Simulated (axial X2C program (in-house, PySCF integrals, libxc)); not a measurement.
CO at several levels of theory

All values were computed with an in-house all-electron X2C program for linear molecules (integrals from PySCF). Spin-free means the one-electron spin-free X2C Hamiltonian; two-component (2c) means X2C with spin–orbit coupling and atomic mean-field two-electron Coulomb and Gaunt terms, so the difference of the two also holds small scalar two-electron terms. Basis: O dyall-av3z [7s6p3d2f], C dyall-v3z [7s6p2d1f] (cores contracted in-house); Gaussian nuclei, density fitting, unrestricted open shells. Masses: O 15.995 u, C 12.000 u.

State, spin-free: M_S = 0, Λ = 0 (closed shell); electrons by block: σα: 5, σβ: 5, π+α: 1, π+β: 1, π-α: 1, π-β: 1. Fragments: O + C.

State, 2c: Ω = 0 (closed shell); electrons by block: 1/2: 6, -1/2: 6, 3/2: 1, -3/2: 1. Fragments: O + C.

```json
{"Hamiltonian": "2c", "level": "PBE0", "Re (Å)": "1.124", "ωe (cm⁻¹)": "2234.5", "Be (cm⁻¹)": "1.947", "αe (cm⁻¹)": "0.0164", "De (eV)": "11.05", "D0 (eV)": "10.91", "μ (D)": "-0.12"}
{"Hamiltonian": "2c", "level": "HF", "Re (Å)": "1.103", "ωe (cm⁻¹)": "2422.7", "Be (cm⁻¹)": "2.02", "αe (cm⁻¹)": "0.015", "De (eV)": "7.56", "D0 (eV)": "7.42", "μ (D)": "0.14"}
{"Hamiltonian": "2c", "level": "MP2", "Re (Å)": "1.138", "ωe (cm⁻¹)": "2109.9", "Be (cm⁻¹)": "1.898", "αe (cm⁻¹)": "0.0177", "De (eV)": "11.51", "D0 (eV)": "11.38", "μ (D)": "n/a"}
{"Hamiltonian": "2c", "level": "CCSD", "Re (Å)": "1.128", "ωe (cm⁻¹)": "2213.8", "Be (cm⁻¹)": "1.931", "αe (cm⁻¹)": "0.0162", "De (eV)": "10.63", "D0 (eV)": "10.49", "μ (D)": "n/a"}
{"Hamiltonian": "2c", "level": "CCSD(T)", "Re (Å)": "1.135", "ωe (cm⁻¹)": "2145.8", "Be (cm⁻¹)": "1.908", "αe (cm⁻¹)": "0.0172", "De (eV)": "10.94", "D0 (eV)": "10.81", "μ (D)": "n/a"}
{"Hamiltonian": "2c", "level": "B97-3", "Re (Å)": "1.124", "ωe (cm⁻¹)": "2238.3", "Be (cm⁻¹)": "1.948", "αe (cm⁻¹)": "0.0163", "De (eV)": "11.16", "D0 (eV)": "11.02", "μ (D)": "-0.11"}
```

Spin-free values that have a 2c row agree with it to the digits that matter (0.001 Å, 0.01 eV) and are not repeated.

Correlated methods: 10 electrons correlated (number of frozen shells: O 1 s; C 1 s), 172 virtual spin orbitals or spinors in MP2, 88 natural virtuals in coupled cluster.

Dipoles are positive if C is the positive end.

One determinant describes the state; a PBE0 search over occupations chose it and may have missed a lower one. Closed shells are restricted here (equal orbitals for both partners); the stretched side of such a curve lies too high. Dissociation energies refer to the lowest single-determinant-based atoms at the same level and basis. Coupled cluster ran in a truncated set of natural virtual spinors; the MP2 energy of the rest was added. (T) has no such correction and the atoms are truncated less, which lowers De at CCSD(T) by a hundredth of an eV or more. The 2c atoms are single determinants rather than J levels; their spin–orbit lowering is only partly caught, and De is too large by that part. This holds for PBE0, MP2, CCSD, CCSD(T), B97-3. Without a current term, density functionals place determinants with orbital angular momentum somewhat too high.

Rough cost a point (2c) on 1 thread(s) of a shared host, integrals apart: PBE0 0.18 s, HF 0.06 s, CCSD(T) 2 s, B97-3 0.19 s.

The whole task took 44 s on 1 thread of Arm Neoverse V2, with other jobs on the host.
